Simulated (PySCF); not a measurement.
Isomers of C4H11OP.

All values: CAM-B3LYP/def2-SVPD (PySCF) at GFN2-xTB geometries, gas phase, one conformer each. Core orbitals are frozen in the response; Δα² is half the sum of the squared differences of the principal polarisabilities.

Question: Rank by HOMO energy, highest first.
A. `[CH3:1][CH2:2][PH:3][CH2:4][O:5][CH3:6]` with C1–C2–P3–C4 -164°, C2–P3–C4–O5 -71°, P3–C4–O5–C6 -173°
B. `[CH3:1][PH:2][CH2:3][CH2:4][CH2:5][OH:6]` with C1–P2–C3–C4 72°, P2–C3–C4–C5 52°, C3–C4–C5–O6 -63°, C4–C5–O6–H -66°
C. `[CH3:1][CH2:2][PH:3](=[O:4])[CH2:5][CH3:6]` with C1–C2–P3–O4 -172°, C2–P3–C5–C6 -178°

Answer: B (-7.46 eV), A (-8.17 eV), C (-8.99 eV).

Question: Rank by mean static polarisability, lowest first.
A. `[CH3:1][CH2:2][PH:3](=[O:4])[CH2:5][CH3:6]` with C1–C2–P3–O4 -172°, C2–P3–C5–C6 -178°
B. `[CH3:1][PH:2][CH2:3][CH2:4][CH2:5][OH:6]` with C1–P2–C3–C4 72°, P2–C3–C4–C5 52°, C3–C4–C5–O6 -63°, C4–C5–O6–H -66°
C. `[CH3:1][CH2:2][PH:3][CH2:4][O:5][CH3:6]` with C1–C2–P3–C4 -164°, C2–P3–C4–O5 -71°, P3–C4–O5–C6 -173°

Answer: A (11.14 Å³), B (11.87 Å³), C (12.19 Å³).

Question: Rank by polarisability anisotropy Δα, highest first.
A. `[CH3:1][CH2:2][PH:3](=[O:4])[CH2:5][CH3:6]` with C1–C2–P3–O4 -172°, C2–P3–C5–C6 -178°
B. `[CH3:1][CH2:2][PH:3][CH2:4][O:5][CH3:6]` with C1–C2–P3–C4 -164°, C2–P3–C4–O5 -71°, P3–C4–O5–C6 -173°
C. `[CH3:1][CH2:2][P:3]([CH3:4])([CH3:5])=[O:6]` with C1–C2–P3–C4 71°
D. `[CH3:1][PH:2][CH2:3][CH2:4][CH2:5][OH:6]` with C1–P2–C3–C4 72°, P2–C3–C4–C5 52°, C3–C4–C5–O6 -63°, C4–C5–O6–H -66°

Answer: B (3.86 Å³), A (2.62 Å³), D (2.02 Å³), C (1.63 Å³).

All values together:

```tsv
SMILES	μ (D)	HOMO (eV)	LUMO (eV)	α (Å³)	Δα (Å³)
CC[PH](=O)CC	4.40	-8.99	1.15	11.14	2.62
CPCCCO	2.72	-7.46	0.99	11.87	2.02
CCPCOC	1.95	-8.17	1.28	12.19	3.86
CCP(C)(C)=O	4.33	-8.91	1.01	11.14	1.63
```

Conformers: `[CH3:1][CH2:2][PH:3](=[O:4])[CH2:5][CH3:6]` with C1–C2–P3–O4 -172°, C2–P3–C5–C6 -178°; `[CH3:1][PH:2][CH2:3][CH2:4][CH2:5][OH:6]` with C1–P2–C3–C4 72°, P2–C3–C4–C5 52°, C3–C4–C5–O6 -63°, C4–C5–O6–H -66°; `[CH3:1][CH2:2][PH:3][CH2:4][O:5][CH3:6]` with C1–C2–P3–C4 -164°, C2–P3–C4–O5 -71°, P3–C4–O5–C6 -173°; `[CH3:1][CH2:2][P:3]([CH3:4])([CH3:5])=[O:6]` with C1–C2–P3–C4 71°.
